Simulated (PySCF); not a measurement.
Compound: C2H4ClFO.
Numbering: `[OH:1][CH2:2][C@@H:3]([F:4])[Cl:5]` (hydrogens: H6 on O1; H7, H8 on C2; H9 on C3)

Computed with PBE0-D3(BJ)/def2-SVP geometry optimisation, gas phase in PySCF 2.14.0.

(1) Give the optimised bond lengths and angles.

Results:

(1) 
```tsv
bond	length (pm)	order
O1–C2	138.7	single
C2–C3	151.4	single
C3–F4	136.3	single
C3–Cl5	177.7	single
O1–H6	96.5	single
C2–H7	110.0	single
C2–H8	111.1	single
C3–H9	110.1	single
```

Orders are formal, as drawn. A selection of angles:
```tsv
angle	degrees
C2–O1–H6	107.6
O1–C2–C3	112.7
O1–C2–H7	108.4
O1–C2–H8	112.7
C3–C2–H7	109.1
C3–C2–H8	106.2
H7–C2–H8	107.5
C2–C3–F4	108.1
C2–C3–Cl5	111.9
C2–C3–H9	112.2
F4–C3–Cl5	108.7
F4–C3–H9	108.7
Cl5–C3–H9	107.0
```

Torsions: O1–C2–C3–F4 -59° (synclinal); H6–O1–C2–C3 52° (synclinal).

H6 on O1 lies 2.37 Å from F4, 4 bonds away (angle at H 105°; Bondi radii sum to 2.67 Å).

Point group: C1 (no symmetry element, even within 0.4 Å). Stationary, but not proved a minimum. One conformer, not necessarily the lowest (H–O1–C2–C3 52°, O1–C2–C3–F4 -59°).
